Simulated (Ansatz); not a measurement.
# CH2+ (doublet): from Hartree-Fock to the top rungs, cc-pVDZ

How much of the correlation energy of CH2+ (doublet) does each wave-function method recover here?

Program: Ansatz 0.2.0, Gaussian basis. Level of theory: cc-pVDZ, core rule «outside noble gas», up to 1 orbitals frozen. These are calculated values, not measurements.

Plan: UHF; CCSD(T) on ROHF; CCSD(T) on UHF; BCCD(T) on ROHF; CISD; CCSDT(Q) on ROHF; CCSDT(Q) on UHF; CISDTQ; CCSDTQ on ROHF; CCSDTQ on UHF; CASSCF and MRCISD+Q, 5 electrons in 6 orbitals; CASSCF and NEVPT2, 5 electrons in 6 orbitals; Full CI.

15 further runs of the same task are left out: 3 that didn't finish, 12 set aside as unsound or not needed.

## (1) The geometry

The geometry is a PBE0/def2-TZVP stationary point (not a proven minimum) of the parent state, kept for this charge and spin.

3 atoms, charge 1, spin multiplicity 2.

Atoms are counted from 1 here; the program's logs count them from 0.

Bond lengths: C1–H2 1.113 Å, C1–H3 1.113 Å. Angles: H2–C1–H3 101.6°.

## (2) UHF

in.yaml

```yaml
crystal:
  periodic: [false, false, false]
  atoms:
    - {symbol: C, position_ang: [0.000000, -0.101062, 0.000000]}
    - {symbol: H, position_ang: [0.000000, 0.602132, -0.862093]}
    - {symbol: H, position_ang: [0.000000, 0.602132, 0.862093]}
basis:
  gaussian: {orbitals: cc-pVDZ}
total_charge: 1
magnetization: {spin_polarized: true, initial_magnetization: 1}
hamiltonian: {xc: hf}
output: {orbitals: {seedname: orbitals}}
```

Launch:

```sh
$ ansatz run in.yaml --threads 1 --pin off --events-out ev --progress --plain --max-ram 2393MiB
```

Further steps of the session: CCSD(T) on ROHF; CCSD(T) on UHF; BCCD(T) on ROHF; CISD; CCSDT(Q) on ROHF; CCSDT(Q) on UHF; CISDTQ; CCSDTQ on ROHF; CCSDTQ on UHF; CASSCF and MRCISD+Q, 5 electrons in 6 orbitals; CASSCF and NEVPT2, 5 electrons in 6 orbitals; Full CI.

Q: Predict the results of all the runs planned. Wanted: FCI below the RHF energy; RMP2 from FCI; UMP2 from FCI; RCCSD from FCI; RCCSD(T) from FCI; UCCSD(T) from FCI; RCCSDT(Q) from FCI; UCCSDT(Q) from FCI; NEVPT2 valence from FCI.

The runs gave:

| quantity | value |
| --- | --- |
| FCI below the RHF energy | -2.7612 eV |
| RMP2 from FCI | +636.2 meV |
| UMP2 from FCI | +633.1 meV |
| RCCSD from FCI | +51.3 meV |
| RCCSD(T) from FCI | +12.2 meV |
| UCCSD(T) from FCI | +12.0 meV |
| RCCSDT(Q) from FCI | +0.2 meV |
| UCCSDT(Q) from FCI | -0.1 meV |
| NEVPT2 valence from FCI | +353.9 meV |
| MRCISD+Q valence from FCI | +2.4 meV |
| levels within 1 kcal/mol (43 meV) | RCCSD(T), UCCSD(T), BCCD(T), RCCSDT, UCCSDT, CISDTQ, RCCSDT(Q), UCCSDT(Q), RCCSDTQ, UCCSDTQ, MRCISD valence, MRCISD+Q valence |
| T1 diagnostic | 0.013 |
| effectively unpaired electrons | 1.02 |

RCCSD(T) lands +12.2 meV from the yardstick (0.4 % of the correlation energy). One determinant dominates. Of the multireference levels listed MRCISD+Q valence comes nearest in total energy (+2.4 meV), which doesn't show that its space is the better one. These misses are within one basis, not against nature; the frozen cores of restricted and unrestricted runs differ, which can shift their rows.
